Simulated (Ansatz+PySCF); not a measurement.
**doublet CH: levels of theory in one basis**

```yaml
atoms:
  - { symbol: C, position_ang: [0.0000, 0.0000, -0.1857] }
  - { symbol: H, position_ang: [0.0000, 0.0000, 1.1141] }
```

Basis set: 6-31G (spherical functions). Left uncorrelated: 1 orbital. Correlation on ROHF uses semicanonical orbitals with singles. Charge 0, multiplicity 2.

Computed with Ansatz (development build ahead of 0.2.0); each method stands on the lowest determinant of its kind that the runs found.

```
                            method  E − E(ROHF) (eV)  <S²> of the determinant
                              ROHF              0.00                     0.75
                               UHF             -0.08                     0.99
                          ROHF-MP2             -1.34                        –
                         ROHF-CCSD             -1.94                        –
                          UHF-CCSD             -1.94                     0.99
                      ROHF-CCSD(T)             -1.97                        –
                       UHF-CCSD(T)             -1.97                     0.99
full CI (lowest root of this spin)             -1.98                        –
```

Task: What does UHF-MP2 give on the same scale?

Result: -1.28 eV.

Task: Is a single determinant a sound starting point here?

Result: Only with care. Unrestricted orbitals gain 0.08 eV and <S²> is 0.99 against 0.75 for a pure state, a contamination that matters most for the unrestricted series.

Caution for UHF, UHF-MP2, UHF-CCSD, UHF-CCSD(T): the unrestricted determinant is spin contaminated. Caution for UHF-MP2: another reference gives a lower total.
